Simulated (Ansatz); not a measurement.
Reaction (SMILES): [OH] (OH) → OH+ (triplet, bonded as [OH]) + e-
B3LYP-D3(BJ)/def2-TZVP geometries, fixed; electronic energies without zero-point terms.
Largest species:
```xyz
2

O      0.0000     0.0000    -0.1085
H      0.0000     0.0000     0.8682
```
Charge 0, spin multiplicity 2.

Basis-set convergence of the adiabatic ionisation energy at PBE with Ansatz (a quantum-chemistry and plane-wave program). Cartesian d functions, on some or all atoms, in 6-31G*, 6-31+G*; all else is spherical. Open shells are unrestricted. No added dispersion term, no relativity. Functions are those of the species that has most. Reference: the value in aug-cc-pV5Z, 13.188 eV, itself unsure by roughly 0.001 eV (its mean distance from pcseg-4, aug-pcseg-3, aug-cc-pVQZ). Deviations are taken from unrounded values.

```csv
basis,functions,adiabatic ionisation energy (eV)
6-31G*,17,12.830
6-31+G*,21,13.129
cc-pVDZ,19,12.739
aug-cc-pVDZ,32,13.165
def2-SVP,19,12.845
def2-SVPD,31,13.239
pcseg-1,19,13.042
aug-pcseg-1,32,13.223
6-311G**,24,12.936
6-311+G**,28,13.169
def2-TZVP,37,13.108
def2-TZVPD,49,13.171
cc-pVTZ,44,13.052
aug-cc-pVTZ,69,13.186
pcseg-2,44,13.178
aug-pcseg-2,69,13.200
def2-TZVPP,45,13.123
def2-TZVPPD,57,13.179
cc-pVQZ,85,13.131
aug-cc-pVQZ,126,13.190
def2-QZVPP,87,13.166
def2-QZVPPD,99,13.184
pcseg-3,93,13.188
aug-pcseg-3,134,13.190
cc-pV5Z,146,13.175
aug-cc-pV5Z,207,13.188
```

What the diffuse functions change, pair by pair:
- 6-31G* to 6-31+G*: 4 more functions, deviation -0.358 to -0.059 eV
- cc-pVDZ to aug-cc-pVDZ: 13 more functions, deviation -0.450 to -0.023 eV
- def2-SVP to def2-SVPD: 12 more functions, deviation -0.344 to 0.051 eV
- pcseg-1 to aug-pcseg-1: 13 more functions, deviation -0.146 to 0.035 eV
- 6-311G** to 6-311+G**: 4 more functions, deviation -0.252 to -0.019 eV
- def2-TZVP to def2-TZVPD: 12 more functions, deviation -0.081 to -0.017 eV
- cc-pVTZ to aug-cc-pVTZ: 25 more functions, deviation -0.136 to -0.002 eV
- pcseg-2 to aug-pcseg-2: 25 more functions, deviation -0.010 to 0.012 eV
- def2-TZVPP to def2-TZVPPD: 12 more functions, deviation -0.065 to -0.010 eV
- cc-pVQZ to aug-cc-pVQZ: 41 more functions, deviation -0.057 to 0.002 eV
- def2-QZVPP to def2-QZVPPD: 12 more functions, deviation -0.023 to -0.004 eV
- pcseg-3 to aug-pcseg-3: 41 more functions, deviation -0.001 to 0.002 eV
- cc-pV5Z to aug-cc-pV5Z: 61 more functions, deviation -0.014 to 0.000 eV

Leaving out the reference's own pair, they bring the value nearer the reference by more than 0.001 eV in 10 of 12 pairs.
